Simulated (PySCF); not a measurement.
formaldehyde (CH2O), SMILES O=C. The structure is a stationary point at PBE-D3(BJ)/def2-TZVPD.

All values below come from PBE-D3(BJ)/def2-TZVPD (PySCF 2.14.0).

Harmonic wavenumbers (cm⁻¹): 1148, 1218, 1477, 1762, 2794, 2840. Rotational constants (GHz): 278.9, 38.51, 33.84; symmetry number 2.

Problem. Work out the zero-point energy and the ideal-gas rigid-rotor harmonic-oscillator thermochemistry at 298.15 K and 1 atm.

Solution. ZPE = ½ Σ hcν = ½ × 11238 cm⁻¹ = 67.22 kJ/mol. H − E(el) = 77.25 kJ/mol. Entropy in J/(mol K): translation 151.18, rotation 67.17, vibration 0.45, total 218.79. G − E(el) = 12.01 kJ/mol. Cp = 35.54 J/(mol K).
